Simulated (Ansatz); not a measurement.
Process, species as SMILES: C#CC → CC#[C-] + H+
B3LYP-D3(BJ)/def2-TZVP geometries, fixed; electronic energies without zero-point terms.
Largest species:
```xyz
7

C     -0.0011    -0.0004     0.2181
C     -0.0068    -0.0029     1.4176
C      0.0060     0.0025    -1.2360
H     -0.0119    -0.0051     2.4795
H      0.0152     1.0232    -1.6237
H      0.8874    -0.5130    -1.6226
H     -0.8790    -0.5002    -1.6311
```

Effect of a fitting basis named in the input at HF/aug-cc-pVTZ with Ansatz (a program for electronic structure), against the last row, where the deprotonation energy is 393.67 kcal/mol. The proton leaves the site shown, which need not be the most acidic. The default fits or decomposes integrals by the program's own choice; accuracy: high also tightens integrals, grids and stops.

| setting | largest shift of a total energy (mEh) | shift of the deprotonation energy (kcal/mol) |
|---|---|---|
| fitting: def2-SV(P)-JKFIT | 0.048 | 0.010 |
| fitting: def2-universal-JKFIT | 0.048 | 0.010 |
| fitting: cc-pVTZ-JKFIT | 0.076 | -0.014 |
| fitting: cc-pVQZ-JKFIT | 0.009 | -0.009 |
| fitting: cc-pV5Z-JKFIT | -0.009 | -0.009 |
| accuracy: high | 0.000 | 0.000 |
| accuracy: medium (default) | 0.000 | 0.000 |

Within 0.02 kcal/mol in the deprotonation energy: fitting: def2-SV(P)-JKFIT; fitting: def2-universal-JKFIT; fitting: cc-pVTZ-JKFIT; fitting: cc-pVQZ-JKFIT; fitting: cc-pV5Z-JKFIT; accuracy: high. The largest shift is 0.076 mEh in a total energy and 0.014 kcal/mol in the difference.
